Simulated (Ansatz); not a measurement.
**PF3 (singlet): wave-function methods side by side, 6-31G***

One table from this session's results is given with a row withheld; the runs are named, their logs left out.

Method: 6-31G*, core rule «outside noble gas», up to 8 orbitals frozen; program: Ansatz 0.2.0, Gaussian basis.

Plan: UHF; CCSD(T) on RHF; BCCD(T) on RHF; CISD; CCSDT(Q) on RHF; CASSCF and MRCISD+Q, 20 electrons in 13 orbitals; CASSCF and MRCISD+Q(relaxed), 20 electrons in 13 orbitals; CASSCF and NEVPT2, 20 electrons in 13 orbitals.

14 further runs of the same task are left out: 4 for a known fault of the program, 1 that didn't finish, 9 set aside as unsound or not needed.

## The system

The geometry is an MP2(full)/6-31G* stationary point (not a proven minimum).

4 atoms, charge 0, spin multiplicity 1.

Atoms are counted from 1 here; the program's logs count them from 0.

Bond lengths: P1–F2 1.593 Å, P1–F3 1.593 Å, P1–F4 1.593 Å. Angles: F2–P1–F3 97.6°, F2–P1–F4 97.6°, F3–P1–F4 97.6°.

Set-up of the first run:

Input file in.yaml:

```yaml
crystal:
  periodic: [false, false, false]
  atoms:
    - {symbol: P, position_ang: [0.000000, 0.000000, 0.510743]}
    - {symbol: F, position_ang: [0.000000, 1.383861, -0.277561]}
    - {symbol: F, position_ang: [1.198459, -0.691931, -0.277561]}
    - {symbol: F, position_ang: [-1.198459, -0.691931, -0.277561]}
basis:
  gaussian: {orbitals: "6-31G*"}
magnetization: {spin_polarized: true, initial_magnetization: 0}
hamiltonian: {xc: hf}
output: {orbitals: {seedname: orbitals}}
```

Command:

```bash
$ ansatz run in.yaml --threads 1 --pin off --events-out ev --progress --plain --max-ram 4096MiB --backend cpu
```

Among the steps run: UHF; CCSD(T) on RHF; BCCD(T) on RHF; CISD; CCSDT(Q) on RHF; CASSCF and MRCISD+Q, 20 electrons in 13 orbitals; CASSCF and MRCISD+Q(relaxed), 20 electrons in 13 orbitals; CASSCF and NEVPT2, 20 electrons in 13 orbitals.

One table of the session follows, with a row left open; its other results are not shown here.

```
                   method  from RCCSDT(Q) (kcal/mol)
                      RHF                    +407.55
                     RMP2                     +15.72
                     CISD                     +56.79
                    RCCSD                      +9.75
                 RCCSD(T)                          ?
                  BCCD(T)                      +1.02
                   RCCSDT                      +0.87
                RCCSDT(Q)                          0
           CASSCF valence                    +359.67
           NEVPT2 valence                     +41.35
           MRCISD valence                     +44.06
         MRCISD+Q valence                      +9.05
MRCISD+Q(relaxed) valence                      +7.13
```

**Question.** Estimate the row for RCCSD(T).

**Answer.** from RCCSDT(Q) (kcal/mol): +1.34. In the column «from RCCSDT(Q) (kcal/mol)» it lies between BCCD(T) (+1.02) and MRCISD+Q(relaxed) valence (+7.13).
